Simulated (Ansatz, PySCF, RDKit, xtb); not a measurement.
**Which structure has the formula BSiH3S?, part 1 of 2**

Task: start from the formula BSiH3S, draw up candidate structures, narrow them down in stages, and characterise the one that lies lowest at 298.15 K.

The funnel: GFN2-xTB relaxations, single points with a density functional, relaxations at PBE0-D4/def2-TZVP, harmonic vibrations, and a last energy at a higher level. All values are calculated.

7 further runs of the same task are left out: 7 set aside as unsound or not needed.

### 1 Possible bonding patterns

All bonding patterns within simple valence rules are listed by program: one Lewis structure each, at most two rings and one unusual centre or charged pair. O–O, O–halogen and N–halogen bonds and N–N–N chains are not drawn. That gives 26 candidates.

c021 B[SiH]=S; c042 B=[SiH]S; c060 [BH2-]1[SiH]=[S+]1; c145 BS#[SiH]; c273 [SiH3]B=S; c324 [BH3-][Si+]=S; c325 [B][SiH2]S; c445 [SiH]BS (triplet); c447 B=[Si-][SH2+]; c479 [SiH2+][BH-]=S; c530 B#S[SiH3]; c582 B=S=[SiH2]; c598 [BH2-]1[Si+]=[SH]1; c643 [B][SiH2]S (triplet); c667 B1[SiH2]S1; c668 B#[SH]=[SiH2]; c723 B1[SiH]=[SH]1; c740 B=[SH]#[SiH]; c745 [SiH2]=BS; c784 B[Si]#[SH]; c861 B#[SiH-][SH2+]; c862 B[SH]=[Si]; c911 B1=[SH][SiH2]1; c918 [SiH]BS; c945 B[SH]=[Si] (triplet); c955 [SiH]#[B-][SH2+].

Candidates are built by distance geometry, with a force field where one applies, in up to four conformers (letters a to d). 16 starts with atoms placed at random are added, to find patterns that the rules miss.

### 2 Search with GFN2-xTB

All 45 starts are relaxed the same way. One of them, c784a (enumerated, embedded by distance geometry and UFF), in full:

Contents of start.xyz:

```xyz
6
c784a
B     -0.932860    -0.294066    -1.350542
S      1.349866    -0.731677     1.357282
Si     0.313691    -0.536586     0.089368
H     -1.301019    -1.262597    -1.945124
H     -1.365704     0.776511    -1.664254
H      1.593563     0.193016     2.053932
```

Launch:

```sh
$ xtb start.xyz --gfn 2 --opt
```

Log, shortened:

```text
* xtb version 6.7.1
[...]
          :  # basis functions                  27          :
[...]
          :  # electrons                        16          :
[...]
          :  Hamiltonian                  GFN2-xTB          :
[...]
          :  net charge                          0          :
          :  unpaired electrons                  0          :
[...]
   *** convergence criteria satisfied after 21 iterations ***
[...]
   *** GEOMETRY OPTIMIZATION CONVERGED AFTER 26 ITERATIONS ***
[...]
   *** convergence criteria satisfied after 3 iterations ***
[...]
         ::                     SUMMARY                     ::
         :::::::::::::::::::::::::::::::::::::::::::::::::::::
         :: total energy              -7.685970107375 Eh    ::
         :: gradient norm              0.000341847442 Eh/a0 ::
         :: HOMO-LUMO gap              1.627881705518 eV    ::
         ::.................................................::
         :: SCC energy                -7.740014747440 Eh    ::
         :: -> isotropic ES            0.028052996189 Eh    ::
         :: -> anisotropic ES          0.000157443325 Eh    ::
         :: -> anisotropic XC         -0.007363518908 Eh    ::
         :: -> dispersion             -0.003213442288 Eh    ::
         :: repulsion energy           0.054044640065 Eh    ::
         :: add. restraining           0.000000000000 Eh    ::
         :: total charge              -0.000000000000 e     ::
         :::::::::::::::::::::::::::::::::::::::::::::::::::::
[...]
         8        2.0000           -0.3252325              -8.8500 (HOMO)
         9                         -0.2654090              -7.2221 (LUMO)
[...]
     #   Z          covCN         q      C6AA      α(0)
     1   5          2.825     0.127    19.338     7.345
     2  16          1.795    -0.413   159.342    21.247
     3  14          1.823     0.352   186.457    29.018
     4   1          0.937    -0.110     5.909     3.801
     5   1          0.937    -0.110     5.910     3.801
     6   1          0.923     0.154     1.367     1.828
[...]
     #   Z sym  total        # sym  WBO       # sym  WBO       # sym  WBO
 ---------------------------------------------------------------------------
     1   5      3.376 --     3      1.305     4      0.973     5      0.973
                             2      0.123
     2  16      2.162 --     3      1.082     6      0.954     1      0.123
     3  14      2.434 --     1      1.305     2      1.082
     4   1      0.988 --     1      0.973
     5   1      0.988 --     1      0.973
     6   1      0.976 --     2      0.954
 ---------------------------------------------------------------------------
[...]
molecular dipole:
                 x           y           z       tot (Debye)
 q only:       -0.821       0.056       0.604
   full:       -0.840       0.048       0.341       2.309
molecular quadrupole (traceless):
[...]
          | TOTAL ENERGY               -7.685970107375 Eh   |
          | GRADIENT NORM               0.000341847442 Eh/α |
          | HOMO-LUMO GAP               1.627881705518 eV   |
           -------------------------------------------------
[...]
```

Run time: 0.099 s. Hardware: 2 threads of Arm Neoverse V1, shared host.

### 3 The minima found

44 of the 45 relaxations converged; 21 ended on a minimum already found. 23 distinct structures remain, the lowest 22 here:

```csv
label,start,SMILES after,spin,energy (kcal/mol),note
c324a,drawn,[BH3][Si][S] ‡,singlet,0.0,
c021a,drawn,B[SiH]=S,singlet,12.4,
c479a,drawn and random,B1[SiH2]S1,singlet,13.1,bonds changed
c273a,drawn,[SiH3]B=S,singlet,14.1,
c060a,drawn,[BH2-]1[SiH]=[S+]1,singlet,14.5,
c965,random and drawn,[BH2][S][SiH] ‡,singlet,20.0,
c740a,drawn,[BH2][S][SiH] ‡,singlet,21.4,bonds changed
c564,random,[BH3][S][Si] ‡,singlet,23.0,
c433,random and drawn,[BH2]1[Si][SH]1 ‡,singlet,42.3,
c336,random and drawn,[BH2][Si][SH] ‡,singlet,44.4,
c203,random,[BH][S][SiH2] ‡,singlet,50.6,
c935,random,[SiH]BS,singlet,50.9,
c918a,drawn,[SiH]BS,singlet,51.2,
c325a,drawn,[SiH2]=BS,singlet,63.5,bonds changed
c042a,drawn,B=[SiH]S,singlet,63.8,
c530a,drawn,B#S[SiH3],singlet,66.1,
c445a,drawn,[SiH]BS,triplet,71.2,
c945b,drawn,[Si][BH2][SH] ‡,triplet,71.8,bonds changed
c643a,drawn,[SiH2]=BS,triplet,82.2,bonds changed
c369,random,[BH][SH][SiH] ‡,singlet,115.5,
c804,random,[BH][Si][SH2] ‡,singlet,122.2,
c911a,drawn,[B][SH][SiH2] ‡,singlet,133.4,bonds changed
```

‡ marks the bonded skeleton alone, with all bonds drawn single: no Lewis structure was assigned that passes a check against the bond lengths.

GFN2-xTB has no spin polarisation, so it can't rank spin states and is rough for open shells.

### 4 Single points on the low minima

A choice of the minima (the low ones first, few conformers of a pattern, up to a cap) and the lowest that fell apart get a single point at r2SCAN-D4/def2-SVP on the tight-binding geometry, and one at HF/STO-3G for comparison. The lowest singlets are also tried as triplets at the same geometry (label ending in t). The first, c324a:

Contents of input.yaml:

```yaml
crystal:
  periodic: [false, false, false]
  atoms:
    - {symbol: B, position_ang: [-0.621522, 0.170914, -0.530804]}
    - {symbol: S, position_ang: [2.190660, -2.196296, 0.826884]}
    - {symbol: Si, position_ang: [0.763635, -0.994140, 0.139169]}
    - {symbol: H, position_ang: [-1.487293, 0.235628, 0.297441]}
    - {symbol: H, position_ang: [-0.138226, 1.251431, -0.727202]}
    - {symbol: H, position_ang: [-1.042895, -0.299082, -1.551496]}
basis:
  gaussian: {orbitals: def2-SVP}
hamiltonian: {xc: {name: r2SCAN}, dispersion: d4}
scf: {lower_state_search: "off"}
total_charge: 0
```

Launch:

```sh
$ ansatz run input.yaml --threads 2 --pin off --max-ram 4350MiB --events-out events.jsonl --progress --plain --runs-dir runs
```

Log, shortened:

```text
Warning: RAYON_NUM_THREADS=2 ignored (pool sized by the plan → 2); use --threads N
Functional definition: r2SCAN
  name "r2SCAN"
[...]
729 factors; their error is unknown
[...]
mean field -19429.25889770 eV, -714.0120948660 hartree, gradient 1.3e-6 eV, S^2 0.000000; 0 other end points of the search recorded, 0 dependent functions left out
reference -19429.25890599 eV, -714.0120951706 hartree; 19, 19 occupied and 46, 46 virtual orbitals, 729 factors
Total energy: -19429.28602684 eV, -714.0130918434 hartree
Checks for a lower state left out: stability, starts, cluster_reference, orbital_swaps, neighbouring_geometries, increment
```

Run time: 1 s. Hardware: 2 threads of Arm Neoverse V1, shared host.

Relative energies in kcal/mol, each column from its lowest structure that stays in one piece:

```csv
label,SMILES,spin,GFN2-xTB,HF/STO-3G,r2SCAN-D4/def2-SVP
c273a,[SiH3]B=S,singlet,14.1,0.0,0.0
c479a,B1[SiH2]S1,singlet,13.1,23.0,6.0
c324a,[BH3][Si][S] ‡,singlet,0.0,47.3,16.9
c564,[BH3][S][Si] ‡,singlet,23.0,32.1,23.8
c965,[BH2][S][SiH] ‡,singlet,20.0,19.9,26.0
c060a,[BH2-]1[SiH]=[S+]1,singlet,14.5,52.0,28.5
c740a,[BH2][S][SiH] ‡,singlet,21.4,23.1,29.6
c021a,B[SiH]=S,singlet,12.4,58.9,31.6
c479at,B1[SiH2]S1,triplet,–,–,85.9
c273at,[SiH3]B=S,triplet,–,–,97.6
c324at,[BH3][Si][S] ‡,triplet,–,–,101.6
```

‡ marks the bonded skeleton alone, with all bonds drawn single: no Lewis structure was assigned that passes a check against the bond lengths.

### 5 Patterns that tight binding lost

Some ordinary bonding patterns rearranged or fell apart under GFN2-xTB. Their starts are relaxed at r2SCAN-D4/def2-SVP instead (label ending in r). The first, c723ar:

Contents of input.yaml:

```yaml
basis:
  gaussian:
    orbitals: def2-SVP
crystal:
  periodic: [false, false, false]
  atoms:
    - symbol: B
      position_ang: [-0.381501, -1.390294, -0.535467]
    - symbol: S
      position_ang: [-0.169347, -0.250346, 0.929783]
    - symbol: Si
      position_ang: [-0.223200, 0.617922, -0.732396]
    - symbol: H
      position_ang: [-0.491487, -2.493174, -0.968646]
    - symbol: H
      position_ang: [-0.234858, 1.796605, -1.529378]
    - symbol: H
      position_ang: [1.217583, -0.227477, 1.244410]
total_charge: 0
hamiltonian:
  xc: r2scan
  dispersion: d4
relax:
  f_tol: 0.01
scf:
  lower_state_search: "off"
```

Launch:

```sh
$ ansatz run input.yaml --threads 2 --pin off --max-ram 4350MiB --events-out events.jsonl --progress --plain --runs-dir runs
```

Log, shortened:

```text
Warning: RAYON_NUM_THREADS=2 ignored (pool sized by the plan → 2); use --threads N
[...]
Functional definition: r2SCAN
  name "r2SCAN"
[...]
729 factors; their error is unknown
[...]
mean field -19424.95165991 eV, -713.8538067967 hartree, gradient 1.0e-6 eV, S^2 0.000000; 0 other end points of the search recorded, 0 dependent functions left out
[...]
reference -19424.95166858 eV, -713.8538071153 hartree; 19, 19 occupied and 46, 46 virtual orbitals, 729 factors
relax step   1: F+E_penalty+E_count = -19424.98155698 eV  Δ(F+E_penalty+E_count) = +0.000e0 eV  max|allowed force component| = 8.581e0 eV/Å  Δτ_max = 0.0000 Å  (17 SCF iters, accepted)
[...]
relax step   5: F+E_penalty+E_count = -19427.53862077 eV  Δ(F+E_penalty+E_count) = -3.827e-2 eV  max|allowed force component| = 2.906e-1 eV/Å  Δτ_max = 0.0877 Å  (20 SCF iters, accepted)
[...]
relax step  17: F+E_penalty+E_count = -19427.98575598 eV  Δ(F+E_penalty+E_count) = -1.638e-5 eV  max|allowed force component| = 6.769e-3 eV/Å  Δτ_max = 0.0030 Å  (13 SCF iters, accepted)
Total energy: -19427.98576448 eV, -713.9653080829 hartree
Atom 0 at    -0.343234    -1.017162    -0.671648 Å, force     0.000427     0.004734     0.006769 eV/Å
Atom 1 at    -0.038041    -0.057669     0.956005 Å, force     0.001477    -0.005159    -0.002850 eV/Å
Atom 2 at     0.441605     0.604682    -1.366050 Å, force    -0.001753     0.002532    -0.002046 eV/Å
Atom 3 at    -0.578202    -2.193320    -0.664642 Å, force    -0.000967    -0.005848    -0.001801 eV/Å
Atom 4 at    -0.833366     1.425549    -1.245517 Å, force     0.002481     0.000952    -0.000472 eV/Å
Atom 5 at     1.068428    -0.708843     1.400159 Å, force    -0.001664     0.002789     0.000400 eV/Å
Dipole moment:     0.048387    -0.233842     0.251078 e Å
Checks for a lower state left out: stability, starts, cluster_reference, orbital_swaps, neighbouring_geometries, increment
```

Run time: 19 s. Hardware: 2 threads of Arm Neoverse V1, shared host.

Energies at r2SCAN-D4/def2-SVP after that relaxation, from the lowest structure of the screen (which was not relaxed at this level):

```csv
label,SMILES,spin,energy (kcal/mol)
c723ar,[BH]1[SiH][SH]1 ‡,singlet,46.9
c955ar,[SH][B]12[H][Si]1[H]2 ‡,singlet,37.7
```

‡ marks the bonded skeleton alone, with all bonds drawn single: no Lewis structure was assigned that passes a check against the bond lengths.

### 6 Relaxing the best candidates

3 candidates are relaxed at PBE0-D4/def2-TZVP (chosen among the lowest in one piece). The first, c273a:

Contents of input.yaml:

```yaml
crystal:
  periodic: [false, false, false]
  atoms:
    - {symbol: B, position_ang: [0.938972, -1.105985, 0.006738]}
    - {symbol: S, position_ang: [2.166796, -2.081643, 0.326791]}
    - {symbol: Si, position_ang: [-0.554509, 0.078532, -0.381738]}
    - {symbol: H, position_ang: [-1.629805, -0.054118, 0.610872]}
    - {symbol: H, position_ang: [-0.146548, 1.490054, -0.386942]}
    - {symbol: H, position_ang: [-1.149296, -0.199947, -1.696299]}
basis:
  gaussian:
    orbitals: def2-TZVP
hamiltonian:
  xc: {name: PBE0}
  dispersion: d4
scf:
  lower_state_search: "off"
relax:
  f_tol: 0.003
```

Launch:

```sh
$ ansatz run input.yaml --threads 2 --pin off --max-ram 4350MiB --events-out events.jsonl --progress --plain --runs-dir runs
```

Log, shortened:

```text
Warning: RAYON_NUM_THREADS=2 ignored (pool sized by the plan → 2); use --threads N
[...]
Functional definition: PBE0
  name "PBE0"
[...]
840 factors; their error is unknown
[...]
mean field -19430.88311224 eV, -714.0717836490 hartree, gradient 7.7e-7 eV, S^2 0.000000; 0 other end points of the search recorded, 0 dependent functions left out
[...]
reference -19430.88314214 eV, -714.0717847479 hartree; 19, 19 occupied and 104, 104 virtual orbitals, 840 factors
relax step   1: F+E_penalty+E_count = -19430.98680544 eV  Δ(F+E_penalty+E_count) = +0.000e0 eV  max|allowed force component| = 5.728e-1 eV/Å  Δτ_max = 0.0000 Å  (14 SCF iters, accepted)
[...]
relax step   4: F+E_penalty+E_count = -19431.02501666 eV  Δ(F+E_penalty+E_count) = -3.074e-5 eV  max|allowed force component| = 1.258e-2 eV/Å  Δτ_max = 0.0013 Å  (13 SCF iters, accepted)
[...]
relax step   5: F+E_penalty+E_count = -19431.02501941 eV  Δ(F+E_penalty+E_count) = -2.755e-6 eV  max|allowed force component| = 2.262e-4 eV/Å  Δτ_max = 0.0003 Å  (12 SCF iters, accepted)
Total energy: -19431.02504963 eV, -714.0769997520 hartree
Atom 0 at     0.935386    -1.103832     0.005763 Å, force    -0.000113    -0.000179     0.000206 eV/Å
Atom 1 at     2.166395    -2.080980     0.325940 Å, force     0.000226     0.000014    -0.000111 eV/Å
Atom 2 at    -0.588717     0.105522    -0.390257 Å, force    -0.000139     0.000146    -0.000065 eV/Å
Atom 3 at    -1.636378    -0.076403     0.645658 Å, force    -0.000056     0.000041    -0.000010 eV/Å
Atom 4 at    -0.110561     1.510896    -0.380306 Å, force     0.000063    -0.000000     0.000006 eV/Å
Atom 5 at    -1.140515    -0.228309    -1.727376 Å, force     0.000018    -0.000022    -0.000025 eV/Å
Dipole moment:    -0.272191     0.216041    -0.070779 e Å
Checks for a lower state left out: stability, starts, cluster_reference, orbital_swaps, neighbouring_geometries, increment
```

Wall time 6.9 s (2 threads of Arm Neoverse V1, shared host).

Energy change by step (eV): 0.0000, -0.0358, -0.0382, -0.0382, -0.0382.

After the run. Bond lengths: B1–S2 1.604 Å, B1–Si3 1.986 Å, Si3–H4 1.485 Å, Si3–H5 1.485 Å, Si3–H6 1.485 Å. Angles: S2–B1–Si3 180.0°, B1–Si3–H4 109.1°, B1–Si3–H5 109.1°, B1–Si3–H6 109.1°, H4–Si3–H5 109.8°, H4–Si3–H6 109.8°, H5–Si3–H6 109.8°.

### 7 The relaxed candidates

```csv
label,spin,r2SCAN-D4/def2-SVP (kcal/mol),"PBE0-D4/def2-TZVP, relaxed (kcal/mol)",time
c273a,singlet,0.0,0.0,6.9 s
c479a,singlet,6.0,0.9,10 s
c324a,singlet,16.9,11.9,7.2 s
```

c273a: Bond lengths: B1–S2 1.604 Å, B1–Si3 1.986 Å, Si3–H4 1.485 Å, Si3–H5 1.485 Å, Si3–H6 1.485 Å. Angles: S2–B1–Si3 180.0°, B1–Si3–H4 109.1°, B1–Si3–H5 109.1°, B1–Si3–H6 109.1°, H4–Si3–H5 109.8°, H4–Si3–H6 109.8°, H5–Si3–H6 109.8°.

c479a: Bond lengths: B1–S2 1.765 Å, B1–Si3 1.933 Å, S2–Si3 2.169 Å, Si3–H4 1.481 Å, Si3–H5 1.481 Å, B1–H6 1.184 Å. Angles: B1–S2–Si3 57.8°, S2–B1–Si3 71.7°, B1–Si3–S2 50.6°, S2–B1–H6 133.2°, Si3–B1–H6 155.2°, B1–Si3–H4 123.9°, B1–Si3–H5 123.9°, S2–Si3–H4 114.0°, S2–Si3–H5 114.0°, H4–Si3–H5 111.7°.

c324a: Bond lengths: B1–Si3 1.954 Å, S2–Si3 1.914 Å, B1–H4 1.208 Å, B1–H5 1.208 Å, B1–H6 1.208 Å. Angles: B1–Si3–S2 180.0°, Si3–B1–H4 101.3°, Si3–B1–H5 101.3°, Si3–B1–H6 101.3°, H4–B1–H5 116.3°, H4–B1–H6 116.2°, H5–B1–H6 116.2°.

### 8 Vibrations and thermal terms

The lowest few in one piece go on as finalists. Harmonic vibrations at PBE0-D4/def2-TZVP test each finalist and give the zero-point energy and the thermal terms. The first, c273a:

Contents of input.yaml:

```yaml
crystal:
  periodic: [false, false, false]
  atoms:
    - symbol: B
      position_ang: [0.935386, -1.103832, 0.005763]
    - symbol: S
      position_ang: [2.166395, -2.080980, 0.325940]
    - symbol: Si
      position_ang: [-0.588717, 0.105522, -0.390257]
    - symbol: H
      position_ang: [-1.636378, -0.076403, 0.645658]
    - symbol: H
      position_ang: [-0.110561, 1.510896, -0.380306]
    - symbol: H
      position_ang: [-1.140515, -0.228309, -1.727376]
basis:
  gaussian:
    orbitals: def2-TZVP
hamiltonian:
  xc: pbe0
  dispersion: d4
phonons: {}
magnetization:
  spin_polarized: false
scf:
  lower_state_search: off
```

Launch:

```sh
$ ansatz run input.yaml --threads 2 --pin off --max-ram 4350MiB --events-out events.jsonl --progress --plain --runs-dir runs
```

Log, shortened:

```text
Warning: RAYON_NUM_THREADS=2 ignored (pool sized by the plan → 2); use --threads N
Functional definition: PBE0
  name "PBE0"
[...]
840 factors; their error is unknown
[...]
mean field -19430.92178378 eV, -714.0732048022 hartree, gradient 1.0e-6 eV, S^2 0.000000; 0 other end points of the search recorded, 0 dependent functions left out
[...]
reference -19430.92181400 eV, -714.0732059127 hartree; 19, 19 occupied and 104, 104 virtual orbitals, 840 factors
[...]
840 factors; their error is unknown
mean field -19430.92167187 eV, -714.0732006894 hartree, gradient 1.1e-6 eV, S^2 0.000000; 0 other end points of the search recorded, 0 dependent functions left out
[...]
reference -19430.92170209 eV, -714.0732017999 hartree; 19, 19 occupied and 104, 104 virtual orbitals, 840 factors
[...]
840 factors; their error is unknown
[...]
reference -19430.92176978 eV, -714.0732042877 hartree; 19, 19 occupied and 104, 104 virtual orbitals, 840 factors
Total energy: -19431.02504963 eV, -714.0769997520 hartree
Atom 0 at     0.935386    -1.103832     0.005763 Å, force    -0.000126    -0.000173     0.000204 eV/Å
Atom 1 at     2.166395    -2.080980     0.325940 Å, force     0.000240     0.000005    -0.000108 eV/Å
Atom 2 at    -0.588717     0.105522    -0.390257 Å, force    -0.000140     0.000152    -0.000084 eV/Å
Atom 3 at    -1.636378    -0.076403     0.645658 Å, force    -0.000059     0.000040    -0.000006 eV/Å
Atom 4 at    -0.110561     1.510896    -0.380306 Å, force     0.000061    -0.000004     0.000006 eV/Å
Atom 5 at    -1.140515    -0.228309    -1.727376 Å, force     0.000024    -0.000020    -0.000012 eV/Å
Dipole moment:    -0.272190     0.216041    -0.070779 e Å
Vibrations: 212.33 212.35 429.07 593.71 593.71 881.52 933.41 933.42 1370.70 2234.43 2243.99 2244.00 cm⁻¹, zero-point energy 0.798621 eV
Checks for a lower state left out: stability, starts, cluster_reference, orbital_swaps, neighbouring_geometries, increment
```

It took 42 s on 2 threads of Arm Neoverse V1, shared host.

### 9 Zero-point energy and free-energy terms

At 298.15 K and 1 atm, ideal gas, rigid rotor and harmonic oscillator:

```csv
label,SMILES,spin,point group,lowest mode (cm⁻¹),zero-point (kcal/mol),G − E (kcal/mol)
c273a,[SiH3]B=S,singlet,C3v,212,18.4,2.0
c479a,B1[SiH2]S1,singlet,Cs,448,19.2,2.6
c324a,[BH3][Si][S] ‡,singlet,C3v,76,19.0,2.0
```

‡ marks the bonded skeleton alone, with all bonds drawn single: no Lewis structure was assigned that passes a check against the bond lengths.

### 10 Last filter: a higher level

Each finalist gets a single point at CCSD(T)/def2-TZVPP.

c273a, CCSD(T)/def2-TZVPP:

Contents of input.yaml:

```yaml
crystal:
  periodic: [false, false, false]
  atoms:
    - {symbol: B, position_ang: [0.935386, -1.103832, 0.005763]}
    - {symbol: S, position_ang: [2.166395, -2.080980, 0.325940]}
    - {symbol: Si, position_ang: [-0.588717, 0.105522, -0.390257]}
    - {symbol: H, position_ang: [-1.636378, -0.076403, 0.645658]}
    - {symbol: H, position_ang: [-0.110561, 1.510896, -0.380306]}
    - {symbol: H, position_ang: [-1.140515, -0.228309, -1.727376]}
basis:
  gaussian:
    orbitals: def2-TZVPP
correlation:
  method: ccsd_t
  frozen_orbitals: {S: 5, H: 0, Si: 5, B: 1}
```

Launch:

```sh
$ ansatz run input.yaml --threads 2 --pin off --max-ram 4350MiB --events-out events.jsonl --progress --plain --runs-dir runs
```

Log, shortened:

```text
Warning: RAYON_NUM_THREADS=2 ignored (pool sized by the plan → 2); use --threads N
Functional definition: HF
  name "HF"
[...]
902 factors; integrals over basis functions are off by at most 8.0e-4 eV
[...]
mean field -19400.08022895 eV, -712.9397985673 hartree, gradient 2.5e-6 eV, S^2 0.000000; 0 other end points of the search recorded, 0 dependent functions left out
11 core orbitals not correlated: weight in the atoms' cores, before any rotation towards them, 1.000 or more for the frozen orbitals, at most 0.000 for the correlated occupied ones
reference -19400.08022895 eV, -712.9397985673 hartree; 8, 8 occupied and 138, 138 virtual orbitals, 902 factors
second order -10.46666949 eV of doubles, -0.00000000 eV of singles
cycle   1  -11.10597113 eV  change   -6.4e-1 eV  update   1.0e-1
[...]
cycle   9  -11.57096067 eV  change   -3.3e-6 eV  update   1.5e-5
perturbative correction -0.59497016 eV, -0.0218647499 hartree
Total energy: -19412.24615978 eV, -713.3868882789 hartree
```

Wall time 12 s (2 threads of Arm Neoverse V1, shared host); peak memory 0.98 GiB.

(Continued in part 2 of 2.)
